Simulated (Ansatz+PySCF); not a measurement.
Values are calculated unless marked as measured or tabulated.
**Several solutions for doublet CH₃**

```yaml
atoms:
  - { symbol: C, position_ang: [0.0000, 0.0000, 0.0000] }
  - { symbol: H, position_ang: [1.0903, 0.0000, 0.0000] }
  - { symbol: H, position_ang: [-0.5452, 0.9443, 0.0000] }
  - { symbol: H, position_ang: [-0.5452, -0.9443, 0.0000] }
```

Basis set: def2-SVP (spherical functions). Charge 0, multiplicity 2.

CASSCF(3,3) was run from several starts with Ansatz (development build ahead of 0.2.0) and PySCF 2.14.0. The starts are those of the Hartree–Fock orbitals from which the active space was taken at the frontier.

```
run  program                        start  converged  energy (hartree)  <S²>
  A   Ansatz      stability test followed        yes         -39.54527  0.75
  B   Ansatz  search for the lowest state        yes         -39.54527  0.75
  C    PySCF             program defaults        yes         -39.53389  0.75
  D   Ansatz      atomic start, no search        yes         -39.54527  0.75
```

**Question.** Which runs reached the lowest solution of this kind, and what is wrong with the others?

**Answer.** A, B, D reached the lowest solution found. Converged but too high: C by 0.31 eV. Convergence only shows a stationary point; in CASSCF the end hangs on which orbitals enter the active space. Caution: other starts end on other solutions of this active space.
